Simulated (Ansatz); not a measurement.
NO2, doublet, geometry from GFN2-xTB of the parent state (the spin is typed, not shown lowest); HF/STO-3G (Ansatz, a quantum-chemistry and plane-wave program).

Input for Ansatz:
Ansatz 0.2 input:
```yaml
crystal:
  periodic: [false, false, false]
  atoms:
    - {symbol: O, position_ang: [1.08426907, -0.21140789, -0.00015868]}
    - {symbol: N, position_ang: [0.00420718, 0.46024537, 0.01152242]}
    - {symbol: O, position_ang: [-1.08795035, -0.19130681, -0.00992344]}
basis:
  gaussian:
    orbitals: STO-3G
hamiltonian:
  xc: hf
magnetization: {spin_polarized: false, initial_magnetization: 1}
```

What the program printed (banner, timings and long lists left out):

```
Functional definition: HF
214 factors; integrals over basis functions are off by at most 2.6e-5 eV
mean field evaluation 1: about -5472.8604 eV, gradient 3.6e1 eV
mean field evaluation 2: about -5472.9780 eV, gradient 3.6e1 eV
mean field evaluation 4: about -5476.7186 eV, gradient 1.2e0 eV
mean field evaluation 8: about -5476.7294 eV, gradient 1.6e-2 eV
mean field evaluation 16: about -5476.7294 eV, gradient 5.7e-5 eV
mean field evaluation 32: about -5476.5774 eV, gradient 4.1e-2 eV
mean field evaluation 64: about -5462.5804 eV, gradient 3.2e1 eV
mean field evaluation 96: about -5476.5508 eV, gradient 2.4e-1 eV
mean field -5477.83472545 eV, -201.3067131506 hartree, gradient 2.1e-5 eV, S^2 0.750000; 3 other end points of the search recorded, 0 dependent functions left out
reference -5477.83472545 eV, -201.3067131506 hartree; 12, 11 occupied and 3, 4 virtual orbitals, 214 factors
Total energy: -5477.83472545 eV, -201.3067131506 hartree
```
